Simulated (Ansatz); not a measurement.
A nudged elastic band was laid between two geometries of CH5OSi (8 atoms, charge 1, multiplicity 1).

These are results of RKS B3LYP-D4/6-31G in Ansatz 0.2.0, not measurements.

```
movable images  : 7
climbing image  : yes
spring          : 5.0 eV/Å²
optimiser       : quadratic models (default)
start path      : through a guess of the saddle point
force threshold : 0.5 eV/Å
iteration limit : 60
end points      : relaxed
```

First end point:

```xyz
8
Properties=species:S:1:pos:R:3
O -1.258 0.211 -1.339
C -0.204 0.579 -0.693
Si 0.632 -0.313 0.855
H -1.739 -0.611 -1.061
H 0.206 1.498 -1.121
H 0.595 0.752 1.897
H 2.000 -0.618 0.346
H -0.233 -1.498 1.117
```

Last end point:

```xyz
8
Properties=species:S:1:pos:R:3
O -1.325 -0.218 -1.029
C -0.276 0.394 -0.596
Si 0.705 -0.335 0.942
H -1.835 0.132 -1.805
H 0.027 1.312 -1.117
H 0.672 0.816 1.893
H 2.062 -0.547 0.355
H -0.030 -1.555 1.357
```

(1) Which bonds break or form, and what moves?

(2) What energy profile does the band end with?

(3) What is the geometry of the highest image?

## Answers

(1) No bond is made or broken. The dihedral H4–O1–C2–Si3 changes from 0 to -180° by way of a nearly straight angle H4–O1–C2 (up to 171°), not by a turn about the bond.

(2) It converged. The highest image is number 4 of 0 to 8, 72.7 kJ/mol above the first end and 72.5 kJ/mol above the last; the last end lies 0.2 kJ/mol above the first. The threshold of 0.5 eV/Å is loose, so the images may lie well off the minimum-energy path. The order of the stationary point at the top wasn't checked. Limits of this set-up: no polarisation functions.

```
image  path coordinate (Å)  energy (kJ/mol)  angle H4–O1–C2 (°)
    0                 0.00              0.0                 120
    1                 0.24              1.5                 121
    2                 0.48             10.9                 130
    3                 0.72             46.0                 151
    4                 0.96             72.7                 171
    5                 1.17             50.7                 156
    6                 1.38             16.6                 136
    7                 1.59              1.8                 124
    8                 1.79              0.2                 121
```

(3) 
```xyz
8
Properties=species:S:1:pos:R:3
O -1.308 0.105 -1.100
C -0.203 0.504 -0.627
Si 0.712 -0.345 0.905
H -2.065 -0.291 -1.553
H 0.197 1.406 -1.116
H 0.640 0.743 1.926
H 2.082 -0.543 0.344
H -0.056 -1.579 1.221
```

The run took 100 s on 1 thread of Arm Neoverse V2, on a shared host, peak memory 0.095 GiB.
